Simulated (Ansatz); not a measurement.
# CH4O2 (methanediol): methods side by side

The species is CH4O2 (7 atoms), meant as a singlet with charge 0. As SMILES, `OCO`. Geometry: relaxed at PBE0-D4/def2-TZVP. This is one conformer, not always the lowest.

```xyz
7

O    -1.0369    0.5567    0.3166
C    -0.0873   -0.3971   -0.0556
O     1.1905    0.1420   -0.2188
H    -1.0917    1.2102   -0.3875
H    -0.3284   -0.8623   -1.0170
H    -0.1150   -1.1546    0.7346
H     1.4688    0.5051    0.6277
```

Each level gives the atomisation enthalpy at 298 K (kJ/mol). The values are calculated. The thermal term (zero-point and 298 K enthalpy, harmonic and unscaled) is that of PBE0-D4/def2-TZVP; the spin-orbit lowering of the free atoms at 298 K, 0.8 kJ/mol by their spectra, is taken off.

**The experiment to reproduce.** Active Thermochemical Tables gives the atomisation enthalpy at 298 K of the gas as 2480 kJ/mol.

```json
{"level": "HF/STO-3G", "kind": "Hartree–Fock", "program": "Ansatz", "value (kJ/mol)": "1747", "computed − measured": "-733", "CPU time (all runs)": "0.3 s"}
{"level": "HF/3-21G", "kind": "Hartree–Fock", "program": "Ansatz", "value (kJ/mol)": "1433", "computed − measured": "-1047", "CPU time (all runs)": "0.44 s"}
{"level": "HF/aug-cc-pVDZ", "kind": "Hartree–Fock", "program": "Ansatz", "value (kJ/mol)": "1630", "computed − measured": "-850", "CPU time (all runs)": "3.3 s"}
{"level": "B3LYP/6-31G* (spherical functions)", "kind": "global hybrid", "program": "Ansatz", "value (kJ/mol)": "2420", "computed − measured": "-60", "CPU time (all runs)": "3.9 s"}
{"level": "MP2/aug-cc-pVDZ", "kind": "perturbation theory", "program": "Ansatz", "value (kJ/mol)": "2364", "computed − measured": "-116", "CPU time (all runs)": "3.7 s"}
{"level": "CCSD/aug-cc-pVDZ", "kind": "coupled cluster or CI", "program": "Ansatz", "value (kJ/mol)": "2275", "computed − measured": "-205", "CPU time (all runs)": "82 s"}
```

Nearest: B3LYP/6-31G* (spherical functions) (-60 kJ/mol); farthest: HF/3-21G (-1047 kJ/mol). Computed less measured by kind, in kJ/mol (of the ab initio rows, those in aug-cc-pVDZ): Hartree–Fock -850; perturbation theory -116; coupled cluster or CI -205. Wave-function methods converge slowly with the basis and bind too weakly in sets of this size; that is part of their error here. CPU times are rough (shared hosts, several kinds of processor and program).
